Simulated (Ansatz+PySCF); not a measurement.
singlet C5H12: levels of theory in one basis

```xyz
17

C     0.0000   -0.3199   -2.5472
C     0.0000    0.5172   -1.2774
C     0.0000   -0.3129    0.0000
C     0.0000    0.5172    1.2774
C     0.0000   -0.3199    2.5472
H     0.0000    0.3097   -3.4502
H     0.8874   -0.9716   -2.5971
H    -0.8874   -0.9716   -2.5971
H    -0.8797    1.1855   -1.2742
H     0.8797    1.1855   -1.2742
H     0.8803   -0.9824    0.0000
H    -0.8803   -0.9824    0.0000
H    -0.8797    1.1855    1.2742
H     0.8797    1.1855    1.2742
H     0.0000    0.3097    3.4502
H    -0.8874   -0.9716    2.5971
H     0.8874   -0.9716    2.5971
```

Basis set: def2-SVP (spherical functions). Frozen core: 5 orbitals. Charge 0, multiplicity 1.

Computed with Ansatz (development build ahead of 0.2.0); each method stands on the lowest determinant of its kind that the runs found.

```json
{"method": "RHF", "E − E(RHF) (eV)": "0.00", "<S²> of the determinant": "0.00"}
```

Problem. What does RHF-MP2 give on the same scale?

Solution. -19.92 eV.

Problem. Is a single determinant a sound starting point here?

Solution. By this sign, yes. Unrestricted orbitals gain 0.00 eV and <S²> is 0.00 against 0.00 for a pure state.
